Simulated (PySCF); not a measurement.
## Where does `COC=P` (C2H5OP) take a proton?

System: `COC=P` (C2H5OP). Coordinates in Å; atoms count from 1 in this order:
```
C    -1.1115   -0.2172   -0.2117
O    -0.3807    0.9414    0.1023
C     0.9306    0.8543    0.2864
P     2.0552   -0.4146    0.2305
H    -2.1592    0.0916   -0.3096
H    -1.0195   -0.9728    0.5868
H    -0.7640   -0.6601   -1.1605
H     1.3289    1.8498    0.5253
H     1.1467   -1.4710   -0.0978
```

Level of theory: ωB97X-D3(BJ)/def2-TZVP single points in PySCF, grid level 2; every species was optimised with PBE0-D3(BJ)/def2-SVP. Zero-point and thermal terms (298.15 K, 1 bar) come from unscaled PBE0-D3(BJ)/def2-SVP harmonic frequencies, with soft modes damped to free rotors in the entropy.

```csv
site,product,PA / kJ/mol,GB / kJ/mol,gas share,"above best in 1,4-dioxane / kJ/mol",above best in THF / kJ/mol
P4 (phosphorus),COC=[PH2+],853,824,> 99.9 %,0.0,0.0
O2 (ether oxygen),C[OH+]C=P,735,707,< 0.1 %,107.8,99.4
```

PA is −ΔH and GB is −ΔG of B + H⁺ → BH⁺ in the gas phase. Shares are Boltzmann weights among the listed products; an error of 10 kJ/mol changes a ratio about 56-fold. Sites whose products fell apart, merged with another or lost in a GFN2-xTB screen aren't listed. Values in solvent are IEF-PCM free energies relative to the most favourable product.

Of the listed sites P4 (phosphorus) is favoured in the gas phase, 116 kJ/mol ahead of O2 in free energy.

In 1,4-dioxane the product from P4 is solvated 134 kJ/mol more strongly than the parent (electrostatics only).

In THF the product from P4 is solvated 210 kJ/mol more strongly than the parent (electrostatics only).

Differences come from unrounded values, so a last digit can differ from that of the printed terms.
